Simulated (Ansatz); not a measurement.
Results of PBE0 (Ansatz, a program for electronic structure, plane waves, PAW) for CsCl-type TlBr.

Settings: plane-wave cutoff 520 eV, 6×6×6 k mesh, scalar-relativistic PAW data made under PBE.

Computed at the level's own relaxed cell.

```xyz
2
Lattice="4.0287 0.0000 0.0000 0.0000 4.0287 0.0000 0.0000 0.0000 4.0287" Properties=species:S:1:pos:R:3 pbc="T T T"
Tl     0.0000     0.0000     0.0000
Br     2.0143     2.0143     2.0143
```

### Question
Give the elastic tensor (Voigt notation, GPa, ions relaxed, in the Cartesian axes of the cell as printed).

### Answer

```
   38.1    12.3    12.3     0.0     0.0     0.0
   12.3    38.1    12.3     0.0     0.0     0.0
   12.3    12.3    38.1     0.0     0.0     0.0
    0.0     0.0     0.0     6.2     0.0     0.0
    0.0     0.0     0.0     0.0     6.2     0.0
    0.0     0.0     0.0     0.0     0.0     6.2
```

Spin–orbit coupling is not included; it can shift volumes and moduli of such heavy elements.

Static lattice: no zero-point or thermal effects.
